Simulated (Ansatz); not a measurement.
## BaBe4Ag: from a trial structure to a relaxed crystal

These are results of Ansatz, DFT PBE, scalar-relativistic, plane waves, PAW, not measurements.

The start puts BaBe4Ag on the sites of a reported MgInCu4 cell (F-43m, No. 216), with Ba in place of Mg, Ag in place of In, Be in place of Cu, at a guessed volume.

Input of the last, converged step (default PAW datasets):

```yaml
crystal:
  lattice:
    - [0.0, 3.6310471232, 3.6310471232]
    - [3.6310471232, 0.0, 3.6310471232]
    - [3.6310471232, 3.6310471232, 0.0]
  atoms:
    - { symbol: Ba, position: [0.0, 0.0, 0.0] }
    - { symbol: Be, position: [0.1612501324, 0.6129166225, 0.6129166225] }
    - { symbol: Be, position: [0.6129166225, 0.6129166225, 0.6129166225] }
    - { symbol: Be, position: [0.6129166225, 0.1612501324, 0.6129166225] }
    - { symbol: Be, position: [0.6129166225, 0.6129166225, 0.1612501324] }
    - { symbol: Ag, position: [0.25, 0.25, 0.25] }
basis:
  ecutwfc: 420
kpoints:
  mp_grid: { grid: [10, 10, 10] }
hamiltonian:
  xc: pbe
scf:
  occupations: { method: gaussian, width: 0.1 }
output:
  forces: true
  stress: true
  eigenvalues: true
relax:
  adjacent_minimum: "off"
  f_tol: 0.01
  max_steps: 80
  cell: { stress_tol: 0.05 }
```

Launched as:

```bash
ansatz run input.yaml --threads 1 --pin off --max-ram 2560MiB --backend cpu --events-out ev --progress --plain --runs-dir out
```

It took 51 s on 1 thread of Arm Neoverse V2, with other jobs on the host, peak memory 0.4 GiB.

End of the output:

```
SCF converged after 5 iterations
Free energy (F): -13907.703426 eV
Harris-Foulkes:  -13907.703426 eV  (|F-HF|=3.64e-12)
Internal energy: -13907.691061 eV  (E = F + TS)
E sigma→0 (E₀):  -13907.697244 eV
Entropy (-TS):   -0.012365 eV (-2.061 meV/atom)
Fermi energy:    9.756780 eV
--- Per-component energies (eV) ---
  E_band       = -381.536261
  E_kinetic    = 767.378671
  E_local      = -3940.163540  (includes V_loc(G=0)·N_el)
  E_nonlocal   = 155.978479
  E_hartree    = 1767.596186
  E_xc         = -427.545831
  E_vxc        = -448.159317  (∫ρ·V_xc dr)
  E_paw        = -9365.336217  (= ΣΔE_a)
  E_vpaw       = -451.763126  (= ΣTr[D̂ρ^β])
  E_aug_tail   = 0.000300  (compensation charges beyond the density's cutoff)
  E_ewald      = -2865.599111
  E_smearing   = -0.012365  (= −TS)
  E_closure    = 0.000000  (closes the sum)
  Σ components = -13907.703426   (vs F -13907.703426, Δ=0.00e0)
--- Forces (eV/Å), atoms counted from 1 ---
  atom   1  Ba     0.00000000     0.00000000     0.00000000
  atom   2  Be     0.00032460    -0.00032460    -0.00032460
  atom   3  Be     0.00032460     0.00032460     0.00032460
  atom   4  Be    -0.00032460     0.00032460    -0.00032460
  atom   5  Be    -0.00032460    -0.00032460     0.00032460
  atom   6  Ag     0.00000000     0.00000000     0.00000000
  max |Σ_I F_I| component: 1.19e-16 eV/Å
--- Stress (GPa, compression-positive) ---
        0.004270       0.000000       0.000000
        0.000000       0.004270       0.000000
        0.000000       0.000000       0.004270
  P = ⅓ Tr σ = 0.0043 GPa (0.043 kbar)
--- Relaxed structure (4 steps of the walk, 4 accepted, 1 SCFs on fresh bases) ---
  F+E_penalty+E_count = -13907.70342621 eV   max|allowed force component| = 3.246e-4 eV/Å   (the final SCF, on the basis selected at the relaxed cell)
  cell:  # Å, volume = 96.6950 Å³
    - [0.000000, 3.642991, 3.642991]
    - [3.642991, 0.000000, 3.642991]
    - [3.642991, 3.642991, 0.000000]
  atoms:
    - { symbol: Ba, position: [0.000000, 0.000000, 0.000000] }
    - { symbol: Be, position: [0.167555, 0.610815, 0.610815] }
    - { symbol: Be, position: [0.610815, 0.610815, 0.610815] }
    - { symbol: Be, position: [0.610815, 0.167555, 0.610815] }
    - { symbol: Be, position: [0.610815, 0.610815, 0.167555] }
    - { symbol: Ag, position: [0.25, 0.25, 0.25] }
```

Absolute energies hang on the potentials; compare differences alone.

The result has space group F-43m (No. 216). Ba has 12 Be at 3.06 Å and 4 Ag at 3.15 Å; Be is coordinated by 3 Be at 2.28 Å; Ag is coordinated by 12 Be at 2.99 Å and 4 Ba at 3.15 Å.

Against the elements it lies at 0.58 eV/atom. Energies over the elements count from the elements' standard structures at the same level, with no empirical corrections.

For metals, differences of a few meV/atom aren't resolved.

A structure relaxed within its symmetry needn't be a true minimum.